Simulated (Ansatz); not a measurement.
## Worked example: correlation energy of [BH2···H···CH2], triplet

Geometry: a point of a hydrogen-transfer path between rigid fragments, not a stationary point.

| atom | x (Å) | y (Å) | z (Å) |
| --- | --- | --- | --- |
| B | -1.3445 | 0.0000 | 0.0000 |
| H | -1.9412 | 1.0336 | 0.0000 |
| H | -1.9412 | -1.0336 | 0.0000 |
| H | 0.1135 | 0.0000 | 0.0000 |
| C | 1.2475 | 0.0000 | 0.0000 |
| H | 1.6620 | 0.0000 | 0.9962 |
| H | 1.6620 | 0.0000 | -0.9962 |

Basis cc-pVDZ; Ansatz 0.2.0. Only valence electrons are correlated (noble-gas cores frozen), which leaves 12 electrons in 51 orbitals. R marks a restricted (for open shells ROHF) determinant, U an unrestricted one.

Full CI isn't at hand for all of this; UCCSDT(Q) serves as the reference, and is uncertain by about the last step of the cluster series.

Runs differ by some tens of microhartree through their thresholds and, for an open shell, their frozen cores, so steps under 0.03 kcal/mol mean nothing.

| level | total energy (hartree) |
| --- | --- |
| UHF | -65.266295 |
| UMP2 | -65.470928 |
| UCCSD | -65.513990 |
| UCCSD(T) | -65.518966 |
| UCCSDT | -65.519909 |
| UCCSDT(Q) | -65.520122 |

Task: What is the correlation energy at UCCSDT(Q), and what share of it do UMP2 and UCCSDT recover?

Result: E(corr) = -65.520122 − (-65.266295) = -0.253827 hartree = -6.907 eV. UMP2: -0.204633 / -0.253827 = 80.62 %. UCCSDT: -0.253614 / -0.253827 = 99.92 %.

Task: By how many kcal/mol does UCCSD(T) miss UCCSDT(Q) (1 hartree = 627.509 kcal/mol), and which steps make up the rest?

Result: -65.518966 − (-65.520122) = 0.001156 hartree = 0.73 kcal/mol. Steps: UCCSDT − UCCSD(T) = -0.59, UCCSDT(Q) − UCCSDT = -0.13 kcal/mol. That is within 1 kcal/mol of the reference in this basis, which itself misses far more of the correlation at the basis-set limit.
